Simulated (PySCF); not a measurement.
Two species compared at the same levels of theory.

First species: Hexatriene, C6H8.
InChI=1S/C6H8/c1-3-5-6-4-2/h3-6H,1-2H2/b6-5+

Second species: bicyclo[3.1.0]hex-2-ene, C6H8.
Z-matrix (Å and degrees, PBE0-D3(BJ)/def2-TZVP geometry), rows numbered from 1:
```
C 
C   1  1.3312
C   2  1.4828  1  111.70
C   3  1.5057  2  114.52  1   -62.70
C   4  1.4952  3   60.57  2    93.35
C   1  1.5047  2  112.03  3    -3.09
H   1  1.0835  2  125.10  3   175.66
H   2  1.0836  1  125.17  3  -177.61
H   3  1.0832  2  120.77  1   143.66
H   4  1.0835  3  117.69  5   106.90
H   4  1.0844  3  117.09  5  -109.31
H   5  1.0823  3  120.18  4  -106.50
H   6  1.0963  1  111.04  2  -114.96
H   6  1.0958  1  112.11  2   126.12
```

Levels: CAM-B3LYP/aug-cc-pVTZ for HOMO energy, LUMO energy, HOMO–LUMO gap and static isotropic polarisability; TDDFT CAM-B3LYP/aug-cc-pVTZ for lowest singlet excitation; TDA CAM-B3LYP/aug-cc-pVTZ for lowest triplet excitation (Tamm–Dancoff). Geometries: PBE0-D3(BJ)/def2-TZVP. Each structure is a single optimised conformer of the isolated species, non-relativistic unless stated; the electronic structure was computed with PySCF and density fitting.

The conformers computed, where there is a choice (atom-mapped SMILES and torsion angles):
- `[CH2:1]=[CH:2]/[CH:3]=[CH:4]/[CH:5]=[CH2:6]`: C1–C2–C3–C4 180°, C3–C4–C5–C6 180°

The conformers of `C1=C[C@H]2C[C@H]2C1` aren't listed.

```tsv
property	column X	column Y
HOMO energy	-7.41 eV	-7.91 eV
LUMO energy	-0.42 eV	0.30 eV
HOMO–LUMO gap	6.99 eV	8.21 eV
lowest singlet excitation	4.87 eV	5.90 eV
lowest triplet excitation (Tamm–Dancoff)	2.58 eV	4.12 eV
static isotropic polarisability	93.8 au	65.3 au
```

Question: Which column belongs to which species?

Answer: Column X is the first species and column Y the second. The first has 14 atoms and 44 electrons, the second 14 and 44.

Question: How does each property change from the first species to the second?

Answer: HOMO energy -0.50 eV; LUMO energy +0.72 eV; HOMO–LUMO gap +1.22 eV; lowest singlet excitation +1.03 eV; lowest triplet excitation (Tamm–Dancoff) +1.54 eV; static isotropic polarisability -28.5 au.

On the first: In wavenumbers S1 is 39300 cm⁻¹ (1 eV = 8065.54 cm⁻¹). The principal polarisabilities are 50.7, 64.9 and 165.9 au; their mean is the isotropic value. Geometry: PBE0-D3(BJ)/def2-TZVP, one conformer, isolated molecule.

On the second: The principal polarisabilities are 55.6, 66.6 and 73.7 au; their mean is the isotropic value. The vertical singlet–triplet gap S1 − T1 is 1.78 eV (TDDFT singlet less Tamm–Dancoff triplet). Isolated species at its PBE0-D3(BJ)/def2-TZVP geometry, gas phase.
